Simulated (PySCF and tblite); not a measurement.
Results of a calculation; reference values are marked as such.
C2H6S, numbered as in [CH3:1][CH2:2][SH:3].

Conformers came from 90 starts (ETKDG and KDG, MMFF94s, GFN2-xTB); geometries are PBE0-D3(BJ)/def2-SVP. Free energies are PBE0-D3(BJ)/def2-TZVP single points with GFN2-xTB rigid-rotor and vibrational terms (modes under about 100 cm⁻¹ blended into free rotors). Symmetry numbers and mirror images are counted. Conformers within 4 kcal/mol (GFN2-xTB free energy) were kept, 5 at most. Programs: PySCF with density fitting and tblite.

Torsions listed: C1–C2–S3–H3. Of a mirror pair one member is shown.

```tsv
conformer	shape	symmetry	E(GFN2) kcal/mol
1	64°	C1 (pair)	0.00
2	-178°	Cs	1.35
```

(1) Which of these conformers is the most populated at 298.15 K, and with what share?

(2) Give the DFT energies and free energies relative to the lowest, and all weights.

(3) How does its share change from 180 K to 400 K?

Answers

(1) Conformer 1, about 77 %.

(2) 
| conformer | shape | E(DFT) kcal/mol | G(298.15 K) kcal/mol | weight % |
| --- | --- | --- | --- | --- |
| 1 | 64° | 0.00 | 0.00 | 76.7 |
| 2 | -178° | 0.57 | 0.70 | 23.3 |

(3) From 85 % to 73 %; the mixing entropy goes from 2.02 to 2.17 cal/(mol K).
